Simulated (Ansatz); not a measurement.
# CH₃OSi−: one structure at several levels

One table from this session's results is given with a row withheld; the runs are named, their logs left out.

Computed with Ansatz 0.2.0, Gaussian basis. Level: single points in def2-TZVPPD.

Cores are frozen in the correlated methods. B3LYP uses VWN-RPA correlation.

### Where the work starts

6 atoms, charge -1, spin multiplicity 1.

Atoms are counted from 1 here; the program's logs count them from 0.

Bond lengths: C1–O2 1.558 Å, C1–Si3 1.777 Å, C1–H4 1.197 Å, O2–Si3 1.514 Å, Si3–H6 1.324 Å. Angles: O2–C1–Si3 53.5°, O2–C1–H4 107.6°, Si3–C1–H4 111.7°, C1–O2–Si3 70.7°, C1–Si3–O2 55.8°, C1–Si3–H6 127.8°, O2–Si3–H6 115.6°.

As a file:

```
C    -1.08370   -0.61690    0.20720
O     0.40330   -1.08090    0.20550
Si    0.35030    0.43260    0.20750
H    -1.51450   -0.77710   -0.89850
H     1.29130    1.22460   -1.04150
H     0.92390    1.02330    1.24430
```

The first run:

Contents of run/in.yaml:

```yaml
crystal:
  periodic: [false, false, false]
  atoms:
    - {symbol: C, position_ang: [-1.083700, -0.616900, 0.207200]}
    - {symbol: O, position_ang: [0.403300, -1.080900, 0.205500]}
    - {symbol: Si, position_ang: [0.350300, 0.432600, 0.207500]}
    - {symbol: H, position_ang: [-1.514500, -0.777100, -0.898500]}
    - {symbol: H, position_ang: [1.291300, 1.224600, -1.041500]}
    - {symbol: H, position_ang: [0.923900, 1.023300, 1.244300]}
basis:
  gaussian: {orbitals: "def2-TZVPPD.json"}
total_charge: -1
correlation: {method: ccsd_t}
output: {forces: true}
```

The basis file named in the input lies beside it (Basis Set Exchange, JSON).

The command line of these runs was not kept.

Steps of the session up to this table: CCSD(T)/def2-TZVPPD; PBE0-D4/def2-TZVPPD; wB97M-V/def2-TZVPPD; r2SCAN-D4/def2-TZVPPD; PBE-D4/def2-TZVPPD; B3LYP-D4/def2-TZVPPD; wB97X-V/def2-TZVPPD.

One table of the session follows, with a row left open; its other results are not shown here.

```
   method  RMS force component (eV/Å)  angle to CCSD(T) forces (°)
  CCSD(T)                       2.732                    reference
  PBE0-D4                       2.552                          4.9
  wB97M-V                       2.566                          3.8
r2SCAN-D4                           ?                            ?
   PBE-D4                       2.748                          4.2
 B3LYP-D4                       2.570                          2.9
  wB97X-V                       2.589                          4.6
```

**Question.** Estimate the row for r2SCAN-D4.

The run gave: RMS force component (eV/Å): 2.621; angle to CCSD(T) forces (°): 2.9. In the column «RMS force component (eV/Å)» it lies between wB97X-V (2.589) and CCSD(T) (2.732).

Limits of these values: The anion's highest level is positive in at least one run, so there the basis alone may hold the extra electron.
